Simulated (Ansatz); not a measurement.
**BH₃ + CH₃ radical: a complex and its separated parts**

Aim: how far the complex at one end of a reaction step lies below its separated, relaxed parts, level by level.

Method: PBE0-D4/def2-TZVP structures, single points in def2-TZVPP, no counterpoise correction; program: Ansatz 0.2.0, Gaussian basis.

Levels: SPW92, PBE-D4, BLYP-D4, r2SCAN-D4, B97M-V, PBE0-D4, B3LYP-D4, r2SCAN0-D4, BHLYP-D4, CAM-B3LYP-D4, wB97X-V, wB97M-V, B2PLYP, PBE-QIDH, RPA on PBE, Hartree-Fock, MP2, CCSD, CCSD(T).

Cores are frozen in the correlated methods. Orbitals are unrestricted. B3LYP uses VWN-RPA correlation. B2PLYP carries no dispersion term here.

21 further runs of the same task are left out: 21 set aside as unsound or not needed.

## 1. Where the work starts

The complex: 8 atoms, charge 0, spin multiplicity 2.

Atoms are counted from 1 here; the program's logs count them from 0.

Bond lengths: H1–B2 1.270 Å, B2–C3 1.706 Å, B2–H4 1.196 Å, B2–H5 1.196 Å, C3–H6 1.086 Å, C3–H7 1.086 Å, C3–H8 1.103 Å. Angles: H1–B2–C3 71.2°, H1–B2–H4 112.9°, H1–B2–H5 113.0°, C3–B2–H4 114.6°, C3–B2–H5 114.6°, H4–B2–H5 120.5°, B2–C3–H6 115.5°, B2–C3–H7 115.5°, B2–C3–H8 90.4°, H6–C3–H7 112.3°, H6–C3–H8 110.5°, H7–C3–H8 110.6°.

Geometry (Å):

| atom | x (Å) | y (Å) | z (Å) |
| --- | --- | --- | --- |
| H1 | 0.4445 | 1.1194 | -0.4075 |
| B2 | 0.8906 | 0.0457 | 0.1033 |
| C3 | -0.8007 | -0.0896 | -0.0726 |
| H4 | 1.2646 | 0.1860 | 1.2304 |
| H5 | 1.5250 | -0.6101 | -0.6695 |
| H6 | -1.3904 | 0.5733 | 0.5534 |
| H7 | -1.1625 | -0.1206 | -1.0959 |
| H8 | -0.7713 | -1.1042 | 0.3585 |

Its parts: BH₃ holds atoms 1, 2, 4, 5; CH₃ radical holds atoms 3, 6, 7, 8. Each part counts its atoms afresh in its own runs.

## 2. Relaxing BH₃ alone

relax-a/in.yaml

```yaml
crystal:
  periodic: [false, false, false]
  atoms:
    - {symbol: H, position_ang: [0.444549, 1.119411, -0.407486]}
    - {symbol: B, position_ang: [0.890647, 0.045730, 0.103303]}
    - {symbol: H, position_ang: [1.264597, 0.186043, 1.230407]}
    - {symbol: H, position_ang: [1.525041, -0.610053, -0.669533]}
basis:
  gaussian: {orbitals: def2-TZVP}
hamiltonian: {xc: pbe0, dispersion: d4}
relax: {f_tol: 0.005, max_steps: 200}
```

No record of the launch command was kept for these runs.

The runs that follow: Relaxing CH₃ radical alone; wB97M-V/def2-TZVPP; CCSD(T)/def2-TZVPP; CCSD(T)/def2-QZVPP; Vibrations of BH₃; Vibrations of CH₃ radical.

**Question.** What will these runs give? Wanted: complex less parts, CCSD(T)/def2-TZVPP; with zero-point energy; largest T1 diagnostic.

**Answer**, as computed:

| quantity | value |
| --- | --- |
| complex less parts, CCSD(T)/def2-TZVPP | -28.0 kJ/mol |
| with zero-point energy | -10.6 kJ/mol |
| largest T1 diagnostic | 0.014 |

At CCSD(T) the complex lies 28.0 kJ/mol below its parts. Among the functionals B2PLYP lands nearest to CCSD(T) (-1.9 kJ/mol) and SPW92 farthest (-110.6 kJ/mol). By rung, the mean size of the error is: LDA 110.6, GGA 35.0, meta-GGA 24.0, hybrid 18.4, range-separated hybrid 14.5, double hybrid 9.0 kJ/mol. PBE-D4 gives a relative energy 51.5 kJ/mol too low, outside chemical accuracy (1 kcal/mol, 4.2 kJ/mol). No counterpoise was applied, and triple zeta lacks some correlation, so the CCSD(T) reference has a basis error of its own, and close matches with it are partly luck.
